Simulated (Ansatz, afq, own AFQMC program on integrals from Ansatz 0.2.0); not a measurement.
## HBrCl, doublet: AFQMC among the cluster methods

```yaml
atoms:
  - { symbol: Cl, position_ang: [0.0000, 0.0000, -1.6893] }
  - { symbol: H, position_ang: [0.0000, 0.0000, -0.1923] }
  - { symbol: Br, position_ang: [0.0000, 0.0000, 1.8817] }
```

Connectivity, by distances: ClH ··· Br.

Basis cc-pVTZ. Only valence electrons are correlated. Integrals, coupled cluster, full CI and functionals: Ansatz 0.2.0; the random walks run on the same integrals in our own AFQMC program. The CISD trial takes its coefficients from CCSD amplitudes. Released means that phaseless walkers are propagated on without the constraint, phases kept. Uncertainties: one standard error, sampling alone. No spin–orbit coupling.

Determinant: UHF, the one that the program's search chose, which needn't be the lowest solution. The geometry is a point of a scan.

No full CI on the walks' own integrals is used here; CCSDT(Q) serves as the reference and is uncertain by about the last step of the cluster series.

Cautions: no relativity below Rb; no spin-orbit coupling; inner d shell frozen; the released energies are still falling, so no released level is given (meV from the phaseless value at times in 1/Eh: -4 ± 6 at 0.24, -12 ± 6 at 0.51, -12 ± 8 at 0.99, -23 ± 8 at 1.50), though the last usable value meets CCSDT(Q) within the noise.

* T1 diagnostic: 0.0078
* weight of the determinant in the CISD state: 0.858
* ⟨S²⟩ of the determinant: 0.759
* size of the correlated space: 15 electrons in 72 orbitals

Reference: CCSDT(Q), correlation energy -10.859 eV.

```tsv
level	E − E(reference) (meV)	share of correlation (%)
HF	10858.7	0.00
MP2	1446.0	86.68
CCSD	420.7	96.13
CCSD(T)	44.5	99.59
CCSDT	15.5	99.86
ph-AFQMC/CISD	19.1 ± 5.5	99.82
```

A walk keeps the symmetry of its determinant, which the program's search chose and which needn't be the lowest solution, so a lower state of the same spin and another symmetry isn't excluded.
